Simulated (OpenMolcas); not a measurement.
**One shape, several levels: CClF3 (SMILES FC(F)(F)Cl)**

Aim: a comparison of 6 runs (HF/STO-3G, HF/3-21G, M06-L/def2-SVPD, PBE/def2-SVPD, PBE0/def2-SVPD, revPBE/def2-SVPD) of CClF3. 

Program for the calculation: OpenMolcas 26.06.

### Step 1. Starting point

The species is CClF3 (5 atoms), meant as a singlet with charge 0. As SMILES, `FC(F)(F)Cl`. Geometry: relaxed at PBE0-D4/def2-TZVP.

Bond lengths: F1–C2 1.322 Å, C2–F3 1.322 Å, C2–F4 1.322 Å, C2–Cl5 1.756 Å. Angles: F1–C2–F3 108.7°, F1–C2–F4 108.7°, F1–C2–Cl5 110.2°, F3–C2–F4 108.7°, F3–C2–Cl5 110.2°, F4–C2–Cl5 110.2°.

### Step 2. Energy and gradient at HF/STO-3G (run 1)

File input.xyz:

```xyz
5

F      0.213700     0.019100     1.326100
C     -0.002200    -0.082500     0.026100
F     -1.249600    -0.474600    -0.167100
F      0.811700    -0.999000    -0.468500
Cl     0.276300     1.463300    -0.758000
```

File calc.input:

```
>>> EXPORT MOLCAS_PRINT=2

&GATEWAY
  BASLIB
  $CurrDir
  COORD
  input.xyz
  BASIS
  STO-3G
  GROUP
  NoSym

&SEWARD

&SCF
  THRESHOLDS
  1e-10 1e-07 1e-07 1e-05
  PRORBITALS
  1

&ALASKA
```

The basis set STO-3G is read from a file made from the Basis Set Exchange's data (not shown).

On the command line:

```console
$ export MOLCAS_MEM=1860
$ pymolcas calc.input > calc.log
```

The program printed:

```text
--- Start Module: gateway ---
[...]
--- Stop Module: gateway /rc=_RC_ALL_IS_WELL_ ---
[...]
      Basis functions           29
[...]
--- Start Module: scf ---
[...]
       Convergence after  11 Iterations
[...]
::    Total SCF energy                               -786.0977636063
[...]
      Total spin, S                                     0.0000000000
[...]
      Total electronic charge=   50.000000
      Total            charge=   -0.000000
[...]
      Dipole Moment (debye):
      Origin of the operator (angstrom)=    0.0517    0.2169   -0.1258
                   X= -1.6847E-01               Y= -9.3612E-01               Z=  4.7493E-01           Total=  1.0631E+00
      Quadrupole Moment (debye*angstrom):
[...]
--- Stop Module: scf /rc=_RC_ALL_IS_WELL_ ---
--- Start Module: alaska ---
[...]
 *              Molecular gradients               *
 **************************************************
  Irreducible representation: a
 ------------------------------------------------------------------------------------------
                              X                       Y                       Z
 ------------------------------------------------------------------------------------------
  F1               -1.02838249794965E-02   -7.62024415651597E-03   -5.70345406475745E-02
  C2                2.63457940541605E-03    1.44448773667043E-02   -7.28004407941824E-03
  F3                5.56017563295228E-02    1.46137832069222E-02    1.02410313597603E-02
  F4               -3.71957254789255E-02    3.82159212788196E-02    2.38122945550918E-02
  CL5              -1.07567852765156E-02   -5.96543376959460E-02    3.02612588121800E-02
 ------------------------------------------------------------------------------------------
--- Stop Module: alaska /rc=_RC_ALL_IS_WELL_ ---
[...]
```

Run time: 2 s. Hardware: 1 thread of Arm Neoverse V1, shared host; peak memory 0.37 GiB.

### Step 3. Energy and forces at HF/3-21G (run 2)

File run.input:

```
>>> EXPORT MOLCAS_PRINT=2

&GATEWAY
  BasLib
  $CurrDir
  Coord
  5
  angstrom
  F        0.213700       0.019100       1.326100
  C       -0.002200      -0.082500       0.026100
  F       -1.249600      -0.474600      -0.167100
  F        0.811700      -0.999000      -0.468500
  Cl       0.276300       1.463300      -0.758000
  Basis
  3-21G
  Group
  NoSym

&SEWARD

&SCF
  Thresholds
  1e-10 1e-07 1e-07 1e-05
  PrOrbitals
  1 1

&ALASKA
```

The basis set 3-21G is read from a file made from the Basis Set Exchange's data (not shown).

On the command line:

```console
$ export MOLCAS_MEM=1860
$ pymolcas run.input > run.log
```

The program printed:

```text
--- Start Module: gateway ---
[...]
--- Stop Module: gateway /rc=_RC_ALL_IS_WELL_ ---
[...]
      Basis functions           49
[...]
--- Start Module: scf ---
[...]
       Convergence after  12 Iterations
[...]
::    Total SCF energy                               -791.6427352236
[...]
      Total spin, S                                     0.0000000000
[...]
      Total electronic charge=   50.000000
      Total            charge=   -0.000000
[...]
      Dipole Moment (debye):
      Origin of the operator (angstrom)=    0.0517    0.2169   -0.1258
                   X=  4.8781E-02               Y=  2.6929E-01               Z= -1.3644E-01           Total=  3.0580E-01
      Quadrupole Moment (debye*angstrom):
[...]
--- Stop Module: scf /rc=_RC_ALL_IS_WELL_ ---
--- Start Module: alaska ---
[...]
 *              Molecular gradients               *
 **************************************************
  Irreducible representation: a
 ------------------------------------------------------------------------------------------
                              X                       Y                       Z
 ------------------------------------------------------------------------------------------
  F1               -2.71383230861444E-03   -2.50587954725012E-03   -1.41554451983481E-02
  C2                3.34132756674643E-03    1.83850717933336E-02   -9.28938417306957E-03
  F3                1.39523485622313E-02    3.12093916060352E-03    2.88312481890474E-03
  F4               -9.51194801646160E-03    9.08278078578562E-03    6.31472952138701E-03
  CL5              -5.06789580386346E-03   -2.80829121924491E-02    1.42469750311101E-02
 ------------------------------------------------------------------------------------------
--- Stop Module: alaska /rc=_RC_ALL_IS_WELL_ ---
[...]
```

Run time: 2.3 s. Hardware: 1 thread of Arm Neoverse V1, shared host; peak memory 0.38 GiB.

### Step 4. Energy and forces at M06-L/def2-SVPD (run 3)

File test.inp:

```
* CClF3 Kohn-Sham DFT
&GATEWAY
BASLIB = $CurrDir
COORD
5
angstrom
F        0.213700       0.019100       1.326100
C       -0.002200      -0.082500       0.026100
F       -1.249600      -0.474600      -0.167100
F        0.811700      -0.999000      -0.468500
Cl       0.276300       1.463300      -0.758000
BASIS = def2-SVPD
GROUP = NoSym
&SEWARD
GRIDINPUT
Grid=UltraFine
End of Grid
&SCF
KSDFT = M06L
THRESHOLDS = 1e-10 1e-07 1e-07 1e-05
PRORBITALS = 1 2
&ALASKA
```

The basis set def2-SVPD is read from a file made from the Basis Set Exchange's data (not shown).

On the command line:

```console
$ export MOLCAS_MEM=1860
$ pymolcas test.inp > test.log
```

The program printed:

```text
--- Start Module: gateway ---
[...]
--- Stop Module: gateway /rc=_RC_ALL_IS_WELL_ ---
[...]
      Basis functions          116
[...]
--- Start Module: scf ---
[...]
       Convergence after  12 Iterations
[...]
::    Total KS-DFT energy                            -797.4133805450
[...]
      Total spin, S                                     0.0000000000
[...]
      Total electronic charge=   50.000000
      Total            charge=   -0.000000
[...]
      Dipole Moment (debye):
      Origin of the operator (angstrom)=    0.0517    0.2169   -0.1258
                   X=  3.6833E-02               Y=  2.0363E-01               Z= -1.0302E-01           Total=  2.3116E-01
      Quadrupole Moment (debye*angstrom):
[...]
--- Stop Module: scf /rc=_RC_ALL_IS_WELL_ ---
[...]
--- Start Module: alaska ---
[...]
 *              Molecular gradients               *
 **************************************************
  Irreducible representation: a
 ------------------------------------------------------------------------------------------
                              X                       Y                       Z
 ------------------------------------------------------------------------------------------
  F1               -5.77776090127102E-04   -3.66616553269639E-04   -2.97236854468963E-03
  C2                6.10559885063811E-04    3.16612737189459E-03   -1.61757178816324E-03
  F3                2.89716197461232E-03    7.54603267910881E-04    5.11449666509733E-04
  F4               -1.91693104321011E-03    1.96642516739232E-03    1.27729140507959E-03
  CL5              -1.01301472616466E-03   -5.52053925397544E-03    2.80119926119937E-03
 ------------------------------------------------------------------------------------------
--- Stop Module: alaska /rc=_RC_ALL_IS_WELL_ ---
[...]
```

Run time: 48 s. Hardware: 1 thread of Arm Neoverse V1, shared host; peak memory 0.71 GiB.

Runs 4 to 5 aren't shown in full; the table further down has their settings and results.

### Step 5. Energy and forces at revPBE/def2-SVPD (run 6)

File run.input:

```
&GATEWAY
  BasLib = $CurrDir
  BasisSet
  F.def2-SVPD....
  F1 0.213700 0.019100 1.326100 angstrom
  F3 -1.249600 -0.474600 -0.167100 angstrom
  F4 0.811700 -0.999000 -0.468500 angstrom
  End of Basis
  BasisSet
  C.def2-SVPD....
  C2 -0.002200 -0.082500 0.026100 angstrom
  End of Basis
  BasisSet
  Cl.def2-SVPD....
  Cl5 0.276300 1.463300 -0.758000 angstrom
  End of Basis

&SEWARD
  GridInput
  Grid=UltraFine
  End of Grid

&SCF
  KSDFT = revPBE
  Thresholds = 1e-10 1e-07 1e-07 1e-05
  PrOrbitals = 1 2

&ALASKA
```

The basis set def2-SVPD is read from a file made from the Basis Set Exchange's data (not shown).

On the command line:

```console
$ export MOLCAS_MEM=1860
$ pymolcas run.input > run.log
```

The program printed:

```text
--- Start Module: gateway ---
[...]
--- Stop Module: gateway /rc=_RC_ALL_IS_WELL_ ---
[...]
      Basis functions          116
[...]
--- Start Module: scf ---
[...]
       Convergence after  14 Iterations
[...]
::    Total KS-DFT energy                            -797.2684569891
[...]
      Total spin, S                                     0.0000000000
[...]
      Total electronic charge=   50.000000
      Total            charge=   -0.000000
[...]
      Dipole Moment (debye):
      Origin of the operator (angstrom)=    0.0517    0.2169   -0.1258
                   X=  3.4544E-02               Y=  1.9073E-01               Z= -9.6551E-02           Total=  2.1655E-01
      Quadrupole Moment (debye*angstrom):
[...]
--- Stop Module: scf /rc=_RC_ALL_IS_WELL_ ---
[...]
--- Start Module: alaska ---
[...]
 *              Molecular gradients               *
 **************************************************
  Irreducible representation: a
 ------------------------------------------------------------------------------------------
                              X                       Y                       Z
 ------------------------------------------------------------------------------------------
  F1               -4.36239110385683E-03   -2.87334474686096E-03   -2.48036393046540E-02
  F3                2.40468781943690E-02    6.71526276517742E-03    4.20758396710763E-03
  F4               -1.59634837605473E-02    1.68863186858701E-02    1.00547306088075E-02
  C2               -6.92999330662802E-04   -3.96547143953940E-03    2.03686006852055E-03
  CL5              -3.02800399927960E-03   -1.67627652646800E-02    8.50446466026256E-03
 ------------------------------------------------------------------------------------------
--- Stop Module: alaska /rc=_RC_ALL_IS_WELL_ ---
[...]
```

It took 42 s on 1 thread of Arm Neoverse V1, shared host; peak memory 0.71 GiB.

### Step 6. All runs side by side

```csv
run,level,integration grid,energy (Eh),dipole moment (D),HOMO energy (eV),LUMO energy (eV),wall time
1,HF/STO-3G,–,-786.097764,1.06,-11.75,9.07,2 s
2,HF/3-21G,–,-791.642735,0.31,-14.03,4.60,2.3 s
3,M06-L/def2-SVPD,UltraFine,-797.413381,0.23,-8.92,-0.96,48 s
4,PBE/def2-SVPD,UltraFine,-796.957956,0.25,-8.60,-1.27,42 s
5,PBE0/def2-SVPD,UltraFine,-796.987720,0.35,-10.18,-0.21,39 s
6,revPBE/def2-SVPD,UltraFine,-797.268457,0.22,-8.55,-1.20,42 s
```

### Step 7. Outcome

| quantity | value |
| --- | --- |
| run 6: total energy | -797.26846 Eh |
| run 6: dipole moment | 0.22 D |
| run 6: HOMO energy | -8.55 eV |
| run 6: LUMO energy | -1.20 eV |
| run 6: HOMO–LUMO gap | 7.35 eV |
| run 6: largest force on an atom | 1.303 eV/Å |

**Reading.** The dipole moment (its size) runs from 0.22 D (revPBE/def2-SVPD) to 1.06 D (HF/STO-3G). The two ends differ in method and basis. The two dipoles point in opposite directions. The HOMO–LUMO gap runs from 7.33 eV (PBE/def2-SVPD) to 20.82 eV (HF/STO-3G). Totals of different functionals can't be ranked against each other. In run 1 the basis is minimal, so the values are rough. All runs together took 2.9 min, the longest 48 s.
